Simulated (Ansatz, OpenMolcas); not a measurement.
Ansatz → OpenMolcas

Ansatz 0.2.0 runs this on SiH3Cl (chlorosilane):

run.yaml:
```yaml
crystal:
  periodic: [false, false, false]
  atoms:
    - symbol: Si
      position_ang: [0.310693, 0.622890, 1.253078]
    - symbol: Cl
      position_ang: [2.260993, 0.090790, 1.613878]
    - symbol: H
      position_ang: [-0.528207, 0.115990, 2.363078]
    - symbol: H
      position_ang: [-0.534700, -0.585700, -1.314900]
    - symbol: H
      position_ang: [0.231893, 2.099690, 1.179278]
basis:
  gaussian:
    orbitals: STO-3G
accuracy: high
hamiltonian:
  xc: {name: B3LYP}
```

```bash
$ ansatz run run.yaml --threads 1 --pin off --max-ram 2610MiB --events-out events.jsonl --progress --plain --runs-dir runs
```

The H4–Si1 distance was set to 2.961 Å, away from the relaxed value.

It gives a total energy of -742.941866 Eh.

**Question.** How is this level of theory, on these atoms, set up in OpenMolcas 26.06 as an input file of the program's own?

**Answer.** For example:

job.inp:
```
&GATEWAY
 BasLib=$CurrDir
 Coord
 5
 angstrom
 Si       0.310693       0.622890       1.253078
 Cl       2.260993       0.090790       1.613878
 H       -0.528207       0.115990       2.363078
 H       -0.534700      -0.585700      -1.314900
 H        0.231893       2.099690       1.179278
 Basis=STO-3G
 Group=NoSym

&SEWARD
 GridInput
 Grid=UltraFine
 End of Grid

&SCF
 KSDFT=B3LYP
 Thresholds=1e-10 1e-07 1e-07 1e-05
 PrOrbitals=1 1
```

```bash
$ export MOLCAS_MEM=1860
$ pymolcas job.inp > job.log
```

(Basis files named in the input come from the Basis Set Exchange and aren't shown.)

Its energy is -742.941866 Eh, 0.000 mEh from the first.
